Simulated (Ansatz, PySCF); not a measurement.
Species: OF$_{2}$ (charge 0, singlet). SMILES: FOF
Geometry: optimised at B3LYP-D3(BJ)/def2-TZVP (Ansatz, an electronic-structure program).

Quantity: vertical ionisation energy (to the doublet state of charge +1; each state is the SCF solution reached for its spin; the UHF <S^2> is 1.24 for the doublet (pure: 0.75); for the doublet T1 is 0.074; for the singlet the Hartree-Fock reference is unstable and T1 is 0.015), in eV. Correlated levels leave the core frozen unless marked. UHF or UKS for open shells. Spin-orbit coupling is left out. Non-relativistic. CBS marks a two-point X^-3 extrapolation of the correlation energy; Hartree-Fock from the larger set. The bracket is a focal-point correction in the basis named.

RI-MP2/CBS(aug-cc-pVTZ,aug-cc-pVQZ)+[CCSD(T)-MP2]/aug-cc-pVTZ (Ansatz) gives 13.48 eV.

**Question.** Another calculation gave 12.88 eV. Which level was it?
A) M06-2X/def2-TZVPD (PySCF)
B) CAM-B3LYP/def2-TZVPD (Ansatz)
C) PBE0/def2-TZVPD (Ansatz)
D) r2SCAN/def2-TZVPD (Ansatz)

**Answer.** D, r2SCAN/def2-TZVPD (Ansatz). The others give 13.23 (PBE0), 13.49 (CAM-B3LYP), 13.69 (M06-2X) eV.
